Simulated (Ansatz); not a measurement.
# F2H2Si: the cost of one run

All numbers are computed with Ansatz 0.2.0, driven from Python. Level of theory: PBE/def2-SVPD.

## (1) Starting point

Bond lengths: F1–Si2 1.562 Å, Si2–F3 1.572 Å, Si2–H4 1.447 Å, Si2–H5 1.494 Å. Angles: F1–Si2–F3 107.1°, F1–Si2–H4 112.4°, F1–Si2–H5 111.4°, F3–Si2–H4 107.4°, F3–Si2–H5 109.7°, H4–Si2–H5 108.7°.

The script holds or builds the structure itself.

## (2) The script

f2h2si.py reads:

```python
"""Interaction energy of two F2H2Si molecules, with the counterpoise correction."""

import ansatz as az

FIRST = [
    ("F", (-1.0598, 0.5322, 1.016)),
    ("Si", (-0.0244, 0.0052, -0.0274)),
    ("F", (1.2134, -0.5306, 0.7796)),
    ("H", (-0.5417, -1.0961, -0.81)),
    ("H", (0.4123, 1.0892, -0.958)),
]
SECOND = [
    ("F", (-2.3717, -1.5937, 0.3696)),
    ("Si", (-3.8157, -1.8439, 0.9087)),
    ("F", (-3.7252, -3.0244, 1.9425)),
    ("H", (-4.3503, -0.6955, 1.6075)),
    ("H", (-4.7538, -2.2115, -0.1943)),
]

def energy(atoms, ghosts=()):
    molecule = az.Crystal.molecule()
    for symbol, xyz in atoms:
        molecule = molecule.atom(symbol, xyz)
    calc = (
        molecule.calculation()
        .basis(gaussian="def2-SVPD")
        .functional("pbe")
    )
    deck = calc.input()
    if ghosts:
        deck = deck.set(az.key.basis.gaussian.ghost_atoms, [{"symbol": s, "position_ang": list(xyz)} for s, xyz in ghosts])
    return az.Session.from_dict(deck).plan().execute().report["free_energy_ev"]

# ghost atoms carry the functions of the partner
both = energy(FIRST + SECOND)
alone = energy(FIRST) + energy(SECOND)
ghosted = energy(FIRST, SECOND) + energy(SECOND, FIRST)
print(f"dimer {both:.6f} eV")
print(f"interaction, uncorrected   {96.485332 * (both - alone):8.3f} kJ/mol")
print(f"interaction, counterpoise  {96.485332 * (both - ghosted):8.3f} kJ/mol")
print(f"basis-set superposition    {96.485332 * (alone - ghosted):8.3f} kJ/mol")
```

## (3) The run

Launch:

```bash
$ python f2h2si.py
```

**Question.** How long does this script take on 1 thread of Arm Neoverse V2, shared host, and how much memory does it need?

About 14 s, with a peak of 0.27 GiB.
